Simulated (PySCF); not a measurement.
Level of theory and gas-phase deprotonation enthalpies: ethynol

Structure: `C#CO` (C2H2O). Atom numbers as in the mapped SMILES `[CH:1]#[C:2][OH:3]`.

All levels share the PBE0-D3(BJ)/ma-def2-SVP structures and the PBE0-D3(BJ)/ma-def2-SVP thermal terms; only the single-point energies (PySCF) change. Values are gas-phase deprotonation enthalpies (298 K, kJ/mol).

| level | O3 | C1 | abs. error |
| --- | --- | --- | --- |
| PBE-D3(BJ)/ma-def2-TZVP | 1358 | 1593 | 31.6 |
| BP86-D3(BJ)/ma-def2-TZVP | 1361 | 1593 | 29.5 |
| r2SCAN-D3(BJ)/ma-def2-TZVP (grid 3) | 1366 | 1601 | 24.3 |
| TPSS-D3(BJ)/ma-def2-TZVP (grid 3) | 1372 | 1604 | 18.3 |
| B3LYP-D3(BJ)/ma-def2-TZVP | 1374 | 1602 | 15.5 |
| PBE0-D3(BJ)/aug-cc-pVDZ | 1375 | 1596 | 14.7 |
| CAM-B3LYP-D3(BJ)/ma-def2-TZVP | 1375 | 1598 | 14.6 |
| ωB97M-D3(BJ)/ma-def2-TZVP (grid 3) | 1376 | 1588 | 13.5 |
| HSE06/ma-def2-TZVP | 1377 | 1606 | 13.4 |
| PBE0-D3(BJ)/6-311+G** | 1377 | 1604 | 13.1 |
| TPSSh-D3(BJ)/ma-def2-TZVP (grid 3) | 1378 | 1608 | 11.7 |
| PBE0-D3(BJ)/ma-def2-TZVP | 1379 | 1607 | 11.4 |
| OPBE/ma-def2-TZVP | 1380 | 1615 | 10.2 |
| M06-L/ma-def2-TZVP (grid 3) | 1380 | 1618 | 10.0 |
| M06/ma-def2-TZVP (grid 3) | 1381 | 1610 | 8.6 |
| PBE0-D3(BJ)/6-311++G(2d,2p) | 1382 | 1606 | 8.4 |
| PBE0-D3(BJ)/jun-cc-pV(T+d)Z | 1382 | 1607 | 7.5 |
| M06-2X/ma-def2-TZVP (grid 3) | 1383 | 1593 | 7.1 |
| PBE0-D3(BJ)/aug-cc-pVTZ | 1383 | 1607 | 7.1 |
| PBE0-D3(BJ)/def2-TZVPD | 1385 | 1610 | 5.4 |
| B97-2/ma-def2-TZVP | 1386 | 1615 | 3.5 |
| PBE0-D3(BJ)/def2-SVPD | 1388 | 1616 | 2.5 |
| PBE0-D3(BJ)/def2-QZVP | 1388 | 1614 | 2.5 |
| ωB97X-D3(BJ)/ma-def2-TZVP | 1390 | 1606 | 0.1 |
| LC-ωPBE/ma-def2-TZVP | 1393 | 1615 | 2.8 |
| PBE0-D3(BJ)/def2-TZVPP | 1394 | 1619 | 3.8 |
| PBE0-D3(BJ)/cc-pVTZ | 1403 | 1632 | 13.4 |
| HF/ma-def2-TZVP | 1415 | 1617 | 24.7 |
| PBE0-D3(BJ)/6-31G | 1421 | 1670 | 30.6 |
| PBE0-D3(BJ)/cc-pVDZ | 1421 | 1652 | 30.6 |
| PBE0-D3(BJ)/6-31G* | 1424 | 1675 | 33.9 |
| ATcT 1.112 | 1390 | n/a |  |

Hartree-Fock leaves out electron correlation, so its deprotonation energies can be off by tens of kJ/mol.

The widest spread is that of C1: 88 kJ/mol, from 1588 to 1675.

Bases without diffuse functions serve anions poorly.

Differences come from unrounded values, so a last digit can differ from that of the printed terms.
